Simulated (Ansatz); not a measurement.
Input for Ansatz (development build ahead of 0.2.0):

```yaml
crystal:
  periodic: [false, false, false]
  atoms:
    - { symbol: Si, position_ang: [0.0, 0.0, -1.04247] }
    - { symbol: Cl, position_ang: [0.0, 0.0, 1.04247] }
basis:
  gaussian: { orbitals: def2-SVP }
magnetization:
  initial_magnetization: 1
hamiltonian:
  xc: hf
correlation:
  method: ccsd_t
  frozen_orbitals: { Cl: 5, Si: 5 }
```

The input is written out in the form of the current development build from the run's settings. Correlation on restricted open-shell orbitals is semicanonical, with singles.

Output:

| Property | Result |
| --- | --- |
| Converged | yes |
| Reference energy | -748.17536 hartree |
| Correlation energy | -0.22685 hartree |
| Total energy | -748.40221 hartree |
| Stability test | minimum among restricted orbitals |
